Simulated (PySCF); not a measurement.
Ionisation energy of Ar by level of theory

Ar [Ar] (1S) → Ar⁺ [Ne] 3s2 3p5 (2P), as a difference of total energies. Computed with PySCF 2.14 in Sapporo-DZP-2012 (5s4p2d, 27 functions), with the spin-free X2C one-electron Hamiltonian (Gaussian nucleus). Correlated levels: valence: [Ne] frozen. The calculations carry no spin-orbit coupling.

```json
{"method": "UHF", "ionisation energy (eV)": "14.615"}
{"method": "PBE0", "ionisation energy (eV)": "15.743"}
{"method": "TPSS", "ionisation energy (eV)": "15.713"}
{"method": "MP2 (valence)", "ionisation energy (eV)": "15.533"}
{"method": "SCS-MP2 (valence)", "ionisation energy (eV)": "15.424"}
```

Estimate what CCSD (valence) gives.

15.343 eV, closest to SCS-MP2 (valence) among the rows shown.

Estimate what CCSD(T) (valence) gives.

15.352 eV, closest to SCS-MP2 (valence) among the rows shown.

Errors of the correlated levels include the incompleteness of this basis and the frozen core.

For comparison: 15.819 eV (measured; NIST levels, between the centres of gravity of the two terms).
